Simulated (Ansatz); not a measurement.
# Al2HCl (triplet): from Hartree-Fock to the top rungs, cc-pVDZ

One table from this session's results is given with a row withheld; the runs are named, their logs left out.

Program: Ansatz 0.2.0, Gaussian basis. Level of theory: cc-pVDZ, core rule «outside noble gas», up to 15 orbitals frozen. These are calculated values, not measurements.

The runs, in order: UHF; CCSD(T) on ROHF; CCSD(T) on UHF; BCCD(T) on ROHF; CISD; CCSDT(Q) on ROHF; CCSDT(Q) on UHF; CASSCF and NEVPT2, 10 electrons in 10 orbitals.

15 further runs of the same task are left out: 6 that didn't finish, 9 set aside as unsound or not needed.

### The geometry

The geometry is a PBE0/def2-TZVP stationary point (not a proven minimum) of the parent state, kept for this charge and spin.

4 atoms, charge 0, spin multiplicity 3.

Atoms are counted from 1 here; the program's logs count them from 0.

Bond lengths: Al1–Al2 2.660 Å, Al1–H4 1.822 Å, Al2–Cl3 2.128 Å, Al2–H4 1.926 Å. Angles: Al2–Al1–H4 46.4°, Al1–Al2–Cl3 147.9°, Al1–Al2–H4 43.2°, Cl3–Al2–H4 104.7°, Al1–H4–Al2 90.4°.

Coordinates:

```csv
atom,x (Å),y (Å),z (Å)
Al1,0.0000,0.1663,2.5928
Al2,0.0000,-0.4686,0.0098
Cl3,0.0000,0.1975,-2.0108
H4,0.0000,1.1475,1.0581
```

Set-up of the first run:

File in.yaml:

```yaml
crystal:
  periodic: [false, false, false]
  atoms:
    - {symbol: Al, position_ang: [0.000000, 0.166286, 2.592835]}
    - {symbol: Al, position_ang: [0.000000, -0.468616, 0.009808]}
    - {symbol: Cl, position_ang: [0.000000, 0.197465, -2.010827]}
    - {symbol: H, position_ang: [0.000000, 1.147488, 1.058134]}
basis:
  gaussian: {orbitals: cc-pVDZ}
magnetization: {spin_polarized: true, initial_magnetization: 2}
hamiltonian: {xc: hf}
output: {orbitals: {seedname: orbitals}}
```

Command:

```console
$ ansatz run in.yaml --threads 1 --pin off --events-out ev --progress --plain --max-ram 2393MiB
```

Steps of the session up to this table: UHF; CCSD(T) on ROHF; CCSD(T) on UHF; BCCD(T) on ROHF; CISD; CCSDT(Q) on ROHF; CCSDT(Q) on UHF; CASSCF and NEVPT2, 10 electrons in 10 orbitals.

One of the session's tables, all rows but one given; the rest of the session is left out.

It belongs to the step «Misses and costs». 

```
         method  from UCCSDT(Q) (meV)
           ROHF               +7603.8
            UHF               +7539.9
           RMP2               +1342.3
           UMP2               +1360.4
           CISD               +1094.6
          RCCSD                +292.3
          UCCSD                +290.7
       RCCSD(T)                 +72.4
       UCCSD(T)                     ?
        BCCD(T)                 +69.0
         RCCSDT                 +19.8
         UCCSDT                 +19.6
      RCCSDT(Q)                  +1.7
      UCCSDT(Q)                     0
CASSCF frontier               +6087.7
NEVPT2 frontier               +1185.8
```

Q: Estimate the row for UCCSD(T) from the others.

The run gave: from UCCSDT(Q) (meV): +71.2. In the column «from UCCSDT(Q) (meV)» it lies between BCCD(T) (+69.0) and RCCSD(T) (+72.4).

Limits of these values: Restricted and unrestricted rows rest on different reference determinants; where their highest levels disagree by more than a few hundredths of an eV, they describe different states and don't form one ladder.
